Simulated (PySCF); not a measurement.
# Working out the ionisation energy of N

N [He] 2s2 2p3 (4S) → N⁺ [He] 2s2 2p2 (3P). Computed with PySCF 2.14 in dyall-av2z, with no relativity, point nucleus. Frozen: 1s2; the 8 highest virtual orbitals dropped. Energies in hartree (1 hartree = 27.21139 eV):

```json
{"part": "UHF", "N (lower)": "-54.402709", "N⁺ (upper)": "-53.891659"}
{"part": "CCSD correlation", "N (lower)": "-0.101535", "N⁺ (upper)": "-0.085535"}
{"part": "(T)", "N (lower)": "-0.001611", "N⁺ (upper)": "-0.001079"}
```

Question: What does Hartree-Fock give?

Answer: (-53.891659) − (-54.402709) = 0.511050 hartree = 13.906 eV.

Question: What do CCSD and CCSD(T) give?

Answer: The CCSD correlation energies differ by 0.016000 hartree = 0.435 eV and the triples by 0.000532 hartree = 0.014 eV, so CCSD gives 14.341 eV and CCSD(T) 14.355 eV.

Measured between the centres of the two terms (NIST): 14.545 eV, so CCSD(T) (valence) is off by -0.190 eV.

A double-zeta basis recovers only part of the correlation energy.

What remains against the reference includes basis incompleteness, the frozen core and higher excitations.
